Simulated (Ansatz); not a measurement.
# MgN2H4: a rigid scan of the bond length Mg2–N3

The task here is to estimate one member of a computed series from the others.

Method: single points in def2-TZVPP; program: Ansatz 0.2.0, Gaussian basis.

Levels: PBE-D4, r2SCAN-D4, PBE0-D4, B3LYP-D4, wB97M-V, Hartree-Fock, MP2, CCSD, CCSD(T). The scan takes 1.660, 1.725, 1.821, 1.934, 2.058, 2.192, 2.334, 2.484, 2.640 Å.

Cores are frozen in the correlated methods. The outer core shell of Li, Na, Mg and K is correlated. B3LYP uses VWN-RPA correlation.

19 further runs of the same task are left out: 19 set aside as unsound or not needed.

## The system as given

The minimum, relaxed at PBE0-D4: SMILES `[NH2][Mg][NH2]`, 7 atoms, charge 0, spin multiplicity 1.

Atoms are counted from 1 here; the program's logs count them from 0.

Bond lengths: N1–Mg2 1.886 Å, N1–H4 1.009 Å, N1–H5 1.009 Å, Mg2–N3 1.886 Å, N3–H6 1.009 Å, N3–H7 1.009 Å. Angles: Mg2–N1–H4 126.4°, Mg2–N1–H5 126.5°, H4–N1–H5 107.1°, N1–Mg2–N3 180.0°, Mg2–N3–H6 126.5°, Mg2–N3–H7 126.5°, H6–N3–H7 107.1°.

Geometry (Å):

| atom | x (Å) | y (Å) | z (Å) |
| --- | --- | --- | --- |
| N1 | -1.56718 | -0.03359 | -1.04223 |
| Mg2 | 0.00885 | -0.00965 | -0.00668 |
| N3 | 1.58473 | 0.01418 | 1.02908 |
| H4 | -2.31199 | -0.71166 | -0.98462 |
| H5 | -1.82440 | 0.62930 | -1.75794 |
| H6 | 2.45751 | -0.43863 | 0.80315 |
| H7 | 1.71370 | 0.48206 | 1.91355 |

Energies of the minimum (eV), from earlier single points: PBE-D4 -8484.98126, r2SCAN-D4 -8489.62891, PBE0-D4 -8485.62459, B3LYP-D4 -8492.94161, wB97M-V -8490.45820, CCSD(T) -8479.23775.

At the minimum the bond length Mg2–N3 is 1.886 Å.

The first run:

ccsdt-tzvpp/in.yaml reads:

```yaml
crystal:
  periodic: [false, false, false]
  atoms:
    - {symbol: N, position_ang: [-1.567181, -0.033595, -1.042231]}
    - {symbol: Mg, position_ang: [0.008845, -0.009649, -0.006685]}
    - {symbol: N, position_ang: [1.395930, 0.011322, 0.904992]}
    - {symbol: H, position_ang: [-2.311994, -0.711655, -0.984620]}
    - {symbol: H, position_ang: [-1.824400, 0.629296, -1.757940]}
    - {symbol: H, position_ang: [2.268711, -0.441487, 0.679059]}
    - {symbol: H, position_ang: [1.524899, 0.479206, 1.789459]}
basis:
  gaussian: {orbitals: def2-TZVPP}
correlation: {method: ccsd_t}
```

The command line of these runs was not kept.

Steps of the session up to this table: Mg2–N3 = 1.660 Å; Mg2–N3 = 1.725 Å; Mg2–N3 = 1.821 Å; Mg2–N3 = 1.934 Å; Mg2–N3 = 2.058 Å; Mg2–N3 = 2.192 Å; Mg2–N3 = 2.334 Å; Mg2–N3 = 2.484 Å; Mg2–N3 = 2.640 Å.

One of the session's tables, all rows but one given; the rest of the session is left out.

Energies less that of the minimum at the same level (kJ/mol):

| bond length (Å) | PBE-D4 | PBE0-D4 | B3LYP-D4 | wB97M-V | Hartree-Fock |
| --- | --- | --- | --- | --- | --- |
| 1.660 | 65.3 | 61.2 | 62.7 | 63.1 | 64.5 |
| 1.725 | 31.0 | 27.9 | 29.0 | 29.3 | 29.6 |
| 1.821 | 5.2 | 3.9 | 4.3 | 4.4 | 4.2 |
| 1.886 (minimum) | 0.0 | 0.0 | 0.0 | 0.0 | 0.0 |
| 1.934 | 0.9 | 1.8 | 1.5 | 1.5 | 1.8 |
| 2.058 | 16.2 | 19.7 | 18.7 | 18.6 | 20.5 |
| 2.192 | 46.1 | 52.4 | 50.5 | 50.6 | 54.8 |
| 2.334 | ? | ? | ? | ? | ? |
| 2.484 | 128.6 | 140.9 | 136.6 | 139.4 | 149.4 |
| 2.640 | 173.3 | 189.0 | 182.8 | 188.7 | 201.8 |

Estimate the missing values for bond length (Å) = 2.334.

Worked estimate for «PBE-D4». A straight line through the neighbours (2.192, 46.1) and (2.484, 128.6) gives 46.1 + (128.6 − 46.1) × (2.334 − 2.192) / (2.484 − 2.192) = 86.2; a parabola fitted to 4 rows on both sides gives 84.9.

As computed: PBE-D4: 85.0; PBE0-D4: 94.2; B3LYP-D4: 91.4; wB97M-V: 92.2; Hartree-Fock: 99.1. In «PBE-D4» the line misses by +1.2 and the parabola by -0.1.
